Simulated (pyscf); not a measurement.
# Routes from H₃C–ZnH (SMILES [CH3][ZnH]) + H₂S (SMILES S)

Candidate steps break at most two bonds and form at most two. Each was searched with GFN2-xTB (tblite) first. Optimised with ωB97X-D3(BJ)/def2-SVP in PySCF. Energies: ωB97M-D3(BJ)/def2-TZVP, kcal/mol, from the separated reactants, singlet surface; ΔG‡ with ideal gas, 1 atm, RRHO with modes under 100 cm⁻¹ raised to 100, one conformer, R ln 2 for chiral ones without a mode under 150 cm⁻¹.

```json
[
 {"products": "H₃C–Zn–SH + H₂", "type": "four-centre exchange", "ΔE‡": "17.2", "ΔE": "-18.4", "ΔG‡ 298 K": "25.4", "ΔG‡ 900 K": "43.2", "ν‡ (cm⁻¹)": "1214i"},
 {"products": "CH₄ + HS–ZnH", "type": "four-centre exchange", "ΔE‡": "19.4", "ΔE": "-28.5", "ΔG‡ 298 K": "27.7", "ΔG‡ 900 K": "46.0", "ν‡ (cm⁻¹)": "1311i"}
]
```

Row 1: On the reactant side the descent ends in a complex, 6.0 kcal/mol under the separated species and 20.4 kcal/mol under the saddle at ωB97X-D3(BJ)/def2-TZVP. Row 2: On the reactant side the descent ends in a complex, 6.0 kcal/mol under the separated species and 22.8 kcal/mol under the saddle at ωB97X-D3(BJ)/def2-TZVP. 

Plain bond fissions and candidates not yet searched are not listed, and one of them may be faster. Each barrier is that of the saddle found; lower ones may exist. Elements up to Kr have no core potential and no relativistic terms here.
